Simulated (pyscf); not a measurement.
Structures and frequencies: ωB97X-D3(BJ)/def2-SVP in PySCF.

**Question.** Estimate by transition-state theory the rate constant of CH₄ (SMILES C) + H₃C–Zn–Cl (SMILES [CH3][Zn][Cl]) → H₃C–Zn–CH₃ (SMILES [CH3][Zn][CH3]) + HCl (SMILES Cl) (singlet surface; C–H, Cl–Zn broken, C–Zn, Cl–H formed) at 1200 K, with ωB97M-D3(BJ)/def2-TZVP energies (ideal gas, 1 atm, RRHO with modes under 100 cm⁻¹ raised to 100, one conformer, R ln 2 for chiral ones without a mode under 150 cm⁻¹; no tunnelling).

**Answer.** The electronic barrier is 74.9 kcal/mol and the thermal terms add +29.7, so ΔG‡ = 104.6 kcal/mol. With k_BT/h = 2.50e+13 s⁻¹ and RT = 2.385 kcal/mol, and a volume of 1.64e-19 cm³ per molecule at 1 atm, k = 3.6e-25 cm³ molecule⁻¹ s⁻¹. Wigner's tunnelling factor for 1498i cm⁻¹ would be 1.13. A shift of 1 kcal/mol in the barrier changes k by a factor 1.5. This is the saddle that the search found; another between the same sides may lie lower. Elements up to Kr have no core potential and no relativistic terms here.
